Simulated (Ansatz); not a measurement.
Density of states of CdSnAs₂ (I-42d, a = 6.143 Å, b = 6.143 Å, c = 12.029 Å, α = 90.00°, β = 90.00°, γ = 90.00°), in states per eV and primitive cell, averaged over bins of 0.5 eV. Computed with DFT r2SCAN, scalar-relativistic, plane waves, PAW (Ansatz).

Cutoff 500 eV; k points 8×8×8 on the computed 8-atom cell (Γ-centred); Gaussian smearing, width 0.01 eV; no spin polarisation.

The cell is relaxed at this level. The states (both spins) are summed by tetrahedra on a 12×12×12 mesh at the self-consistent density. Energies are bin centres; the table starts no lower than −8 eV and ends at 6 eV, or lower where the solved bands end.

The gap is 0.02 eV at this level, with the zero inside it.

| E − E_F (eV) | total | As 4p | Sn 5p | Cd 5s | Sn 5s |
| --- | --- | --- | --- | --- | --- |
| -7.60 | 0.55 | 0.14 | 0.02 | 0.00 | 0.25 |
| -7.10 | 2.72 | 0.80 | 0.14 | 0.03 | 1.08 |
| -6.60 | 1.21 | 0.38 | 0.07 | 0.03 | 0.43 |
| -6.10 | 2.95 | 0.96 | 0.15 | 0.19 | 0.95 |
| -5.60 | 0.57 | 0.17 | 0.03 | 0.02 | 0.18 |
| -5.10 | 0.00 | 0.00 | 0.00 | 0.00 | 0.00 |
| -4.60 | 1.92 | 1.09 | 0.29 | 0.46 | 0.01 |
| -4.10 | 3.34 | 1.94 | 0.36 | 0.84 | 0.02 |
| -3.60 | 4.00 | 2.36 | 1.04 | 0.31 | 0.05 |
| -3.10 | 5.65 | 3.58 | 1.49 | 0.28 | 0.04 |
| -2.60 | 5.41 | 3.61 | 1.20 | 0.19 | 0.04 |
| -2.10 | 5.18 | 3.75 | 0.84 | 0.10 | 0.06 |
| -1.60 | 5.24 | 4.15 | 0.52 | 0.08 | 0.05 |
| -1.10 | 4.66 | 3.90 | 0.29 | 0.05 | 0.03 |
| -0.60 | 4.04 | 3.53 | 0.16 | 0.02 | 0.02 |
| -0.10 | 0.57 | 0.50 | 0.02 | 0.00 | 0.00 |
| 0.40 | 0.01 | 0.01 | 0.00 | 0.00 | 0.00 |
| 0.90 | 0.25 | 0.11 | 0.02 | 0.03 | 0.05 |
| 1.40 | 2.31 | 1.07 | 0.22 | 0.14 | 0.54 |
| 1.90 | 4.78 | 2.08 | 0.90 | 0.08 | 0.94 |
| 2.40 | 3.43 | 0.93 | 1.21 | 0.20 | 0.30 |
| 2.90 | 4.85 | 0.96 | 1.94 | 0.55 | 0.13 |
| 3.40 | 3.46 | 0.88 | 1.06 | 0.53 | 0.11 |
| 3.90 | 5.06 | 1.39 | 1.67 | 0.58 | 0.11 |
| 4.40 | 5.70 | 1.47 | 1.71 | 0.51 | 0.08 |
| 4.90 | 5.67 | 1.40 | 1.40 | 0.50 | 0.08 |
| 5.40 | 5.42 | 1.04 | 0.92 | 0.43 | 0.05 |

The columns after the total are the main Löwdin projections on the occupied valence shells of the potentials; 2 others are left out. The rest of the total lies in those, in shells that are empty in the free atom, which aren't projected, and between the atoms.

Whether CdSnAs2 exists in this form wasn't checked.

Cost: 1 run of about 28 core-minutes, on Intel Xeon Processor @ 2.50GHz (Skylake/Cascade Lake) (shared hosts).